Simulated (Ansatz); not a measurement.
Basis-set limit of AlH$_{4}$⁺, singlet

```yaml
atoms:
  - { symbol: Al, position_ang: [0.0000, 0.0000, -0.1186] }
  - { symbol: H, position_ang: [0.0000, -0.3848, 1.9224] }
  - { symbol: H, position_ang: [0.0000, 0.3848, 1.9224] }
  - { symbol: H, position_ang: [0.0000, 1.5369, -0.3348] }
  - { symbol: H, position_ang: [0.0000, -1.5369, -0.3348] }
```

Ansatz 0.2.0, RHF determinant, valence electrons correlated. Energies in eV.

| set | X | functions | Hartree–Fock | MP2 correlation | CCSD(T) correlation | time |
| --- | --- | --- | --- | --- | --- | --- |
| def2-TZVPP | 3 | 98 | -6637.6131 | -2.6105 | -3.3031 | 1.4 s on 1 thread of Arm Neoverse V1, with other jobs on the host |
| def2-QZVPP | 4 | 190 | -6637.8252 | -2.7730 | -3.4240 | 16 s on 1 thread of Arm Neoverse V1 (shared host) |

Hartree–Fock is taken to follow E(X) = E∞ + A·exp(−7.88·√X), correlation E(X) = E∞ + B·X^−2.97.

Question: Work out the CCSD(T) energy at the limit, and how far the shortcut misses it that extrapolates MP2 and adds CCSD(T) minus MP2 from the smaller set.

Answer: Hartree–Fock: E∞ = E4 + 0.1377·(E4 − E3) = -6637.8544. Correlation: E∞ = E4 + 0.7407·(E4 − E3) = -3.5136 for CCSD(T) and -2.8934 for MP2. The limit is -6641.3680 eV, 0.119 eV below def2-QZVPP. The shortcut gives a correlation energy of -2.8934 + (-0.6926) = -3.5861, 72 meV lower than the direct value.

Past Ne part of the Hartree–Fock step between the two sets comes from the cores, which don't follow the formula, so the 29 meV that it adds to the total can overshoot; that part largely cancels in differences.
